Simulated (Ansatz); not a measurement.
## Interaction energy ladder

The pair of NH4⁺ (SMILES [NH4+], atoms 1–5) and SiH3Cl (SMILES [SiH3]Cl, atoms 6–10), both closed shells, in one local arrangement (a lower one may exist), relaxed at PBE0-D4/def2-TZVP:

```
10
angstrom
N -0.0348 -0.1425 -2.2135
H -0.3223 -1.1220 -2.2256
H 0.0148 0.2051 -1.2249
H -0.7136 0.4152 -2.7345
H 0.8833 -0.0533 -2.6518
Si 0.0220 0.0379 2.3687
Cl 0.1603 1.1994 0.6064
H 1.0357 -1.0258 2.2240
H -1.3541 -0.4953 2.3883
H 0.3086 0.9814 3.4627
```

Program: Ansatz 0.2.0. Basis: def2-TZVPPD, with def2-QZVPPD for the basis limit. Cores are frozen in the correlated methods. B3LYP uses VWN-RPA correlation. Extrapolation: Hartree–Fock as exp(−7.88 √X), correlation as X^−2.97. Interaction energies count from these two fragments, frozen as in the pair, with the counterpoise correction; negative means bound.

**Question.** What is the interaction energy by CCSD(T) at an estimated basis limit (MP2 extrapolated from triple and quadruple zeta, plus CCSD(T) − MP2 in triple zeta)? (Judge from chemistry; the value comes from the calculation.)

**Answer.** By the calculation: -12.81 kcal/mol. Hartree–Fock alone gives -9.76 kcal/mol at the basis limit. It counts from the two fragments frozen as in the pair.

The same quantity by other methods in triple zeta, and each one's difference from that estimate:
```csv
method,E_int (kcal/mol),difference
PBE-D4,-14.26,-1.44
revPBE-D4,-13.35,-0.53
BLYP-D4,-13.61,-0.79
r2SCAN-D4,-13.25,-0.43
B97M-V,-12.58,0.24
PBE0-D4,-13.81,-1.00
B3LYP-D4,-13.55,-0.74
HSE06-D4,-13.81,-1.00
wB97X-V,-12.92,-0.10
wB97M-V,-12.85,-0.03
B2PLYP,-12.51,0.31
HF,-9.64,3.18
MP2,-12.48,0.33
CCSD,-11.77,1.04
CCSD(T),-12.15,0.67
```
Differences are method less estimate.

**Question.** Which atoms make the shortest contact between the fragments?

**Answer.** H3 and Cl7, 2.09 Å apart.

Energy to bend the free fragments (PBE0-D4 minima) into their shapes in the pair, CCSD(T)/def2-TZVPPD: NH4⁺ 0.33 kcal/mol; SiH3Cl 0.99 kcal/mol. This must be added to the interaction energy to get the binding energy from relaxed fragments.

Basis-set superposition shift (counterpoise-corrected less uncorrected): CCSD(T) 0.73; MP2 0.70; HF 0.07; PBE0-D4 0.08; wB97M-V 0.07 kcal/mol.

No T1 diagnostic of these runs exceeds 0.009.

For scale, one of the runs: CCSD(T)/def2-TZVPPD, 255 basis functions, launched by `ansatz run in.yaml --threads 4 --pin off --events-out ev --progress --plain --max-ram 9574MiB`. Hardware: 4 CPU threads of an Arm Neoverse V1, shared host. Wall time 79 s; peak host memory 5.3 GiB.
